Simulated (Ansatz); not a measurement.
## Worked example: correlation energy of HSi–CH3, triplet

Geometry: that of the HSi–CH3, singlet, kept fixed.

```yaml
atoms:
  - { symbol: Si, position_ang: [0.0000, -0.0789, 0.6655] }
  - { symbol: C, position_ang: [0.0000, 0.0388, -1.2235] }
  - { symbol: H, position_ang: [0.0000, 1.4378, 0.8730] }
  - { symbol: H, position_ang: [0.0000, -0.9301, -1.7242] }
  - { symbol: H, position_ang: [0.8736, 0.6136, -1.5569] }
  - { symbol: H, position_ang: [-0.8736, 0.6136, -1.5569] }
```

Basis cc-pVDZ; Ansatz 0.2.0. Only valence electrons are correlated (noble-gas cores frozen), which leaves 12 electrons in 46 orbitals. Prefix R: restricted or restricted open-shell reference; prefix U: unrestricted.

Full CI isn't at hand for all of this; UCCSDT(Q) serves as the reference, and is uncertain by about the last step of the cluster series.

Runs differ by some tens of microhartree through their thresholds and, for an open shell, their frozen cores, so steps under 0.03 kcal/mol mean nothing.

```json
{"level": "UHF", "total energy (hartree)": "-329.041947"}
{"level": "UMP2", "total energy (hartree)": "-329.258398"}
{"level": "UCCSD", "total energy (hartree)": "-329.292696"}
{"level": "UCCSD(T)", "total energy (hartree)": "-329.299500"}
{"level": "UCCSDT", "total energy (hartree)": "-329.300423"}
{"level": "UCCSDT(Q)", "total energy (hartree)": "-329.300772"}
```

Task: What is the correlation energy at UCCSDT(Q), and what share of it do UMP2 and UCCSD(T) recover?

Result: E(corr) = -329.300772 − (-329.041947) = -0.258825 hartree = -7.043 eV. UMP2: -0.216451 / -0.258825 = 83.63 %. UCCSD(T): -0.257553 / -0.258825 = 99.51 %.

Task: By how many kcal/mol does UCCSD(T) miss UCCSDT(Q) (1 hartree = 627.509 kcal/mol), and which steps make up the rest?

Result: -329.299500 − (-329.300772) = 0.001272 hartree = 0.80 kcal/mol. Steps: UCCSDT − UCCSD(T) = -0.58, UCCSDT(Q) − UCCSDT = -0.22 kcal/mol. That is within 1 kcal/mol of the reference in this basis, which itself misses far more of the correlation at the basis-set limit.
